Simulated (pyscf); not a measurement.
A first-order saddle from PySCF, ωB97X-D3(BJ)/def2-SVP:

```xyz
7

Ge    -0.8193    -0.3075    -0.8566
F      0.5874     0.5155     0.3622
H      0.2289    -0.0457     1.2177
H     -1.3878     1.0134    -1.4358
H      0.1372    -0.7922    -1.9764
F     -0.4908    -0.8384     1.8311
H     -1.0335    -0.9919     0.8218
```

Surface: singlet, charge 0. Lowest wavenumbers (cm⁻¹): 1252i, 217, 336, 403, 559.

Task: What reaction is this the transition state of?

Result: F–GeH₃ + hydrogen fluoride (HF) <-> germylene (GeH₂) [singlet] + hydrogen fluoride (HF) + hydrogen fluoride (HF), a multi-bond step read from left to right: F–Ge, Ge–H, F–H broken and F–H, F–H formed. At CCSD(T)/def2-TZVPP + ΔMP2(QZVPP) it lies +180.5 kJ/mol from the left side and -40.1 kJ/mol from the right (each side as separated species at their lowest minima found). On the reactant side the descent ends in a complex (not fully relaxed), 29.2 kJ/mol under the separated species and 199.7 kJ/mol under the saddle at ωB97X-D3(BJ)/def2-TZVP. On the product side the descent ends in an adduct with a F–Ge contact, 86.0 kJ/mol under the separated species and 18.5 kJ/mol under the saddle at ωB97X-D3(BJ)/def2-TZVP. At CCSD(T) the saddle lies under the separated products, which points to a path from their complex (located at ωB97X-D3(BJ) alone), and parting the products costs more than the saddle. What is counted as broken (F–Ge) persists as a longer contact in the product adduct; parting that adduct is a step of its own. At ωB97X-D3(BJ) the barrier from the zero used here is 170.5 kJ/mol. One saddle was located; it need not be the lowest between these sides. The CCSD(T) − MP2 part came from Ansatz, without density fitting, on the same reference. The frozen core leaves the outer d or s,p core shells of the metals and heavy elements correlated in the MP2 and CC values, and def2-TZVPP describes them poorly, which can shift differences by a few kcal/mol. Elements up to Kr have no core potential and no relativistic terms here.
